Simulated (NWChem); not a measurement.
# A calculation on methylamine (CH$_{5}$N)

```xyz
7

C     -0.0874     0.6904     0.0000
N      0.1968    -0.7279     0.0000
H      0.3730     1.1640    -0.8817
H      0.3730     1.1640     0.8817
H     -1.1606     0.9771     0.0000
H     -0.2194    -1.1763    -0.8133
H     -0.2194    -1.1763     0.8133
```
Charge 0, spin multiplicity 1.

All runs are NWChem calculations. Structure: optimised with PBE0/def2-SVP, a minimum by its harmonic frequencies.

Symmetry labels belong to the abelian group Cs used in the runs, with the axes of the coordinates shown.

Problem. List the lowest 3 singlet excitations that TD-PBE/def2-SVPD gives, with oscillator strengths.

Solution. 
```tsv
state	symmetry	energy (eV)	wavelength (nm)	f
1	a'	5.54	224	0.004
2	a'	6.52	190	0.038
3	a"	7.26	171	0.007
```
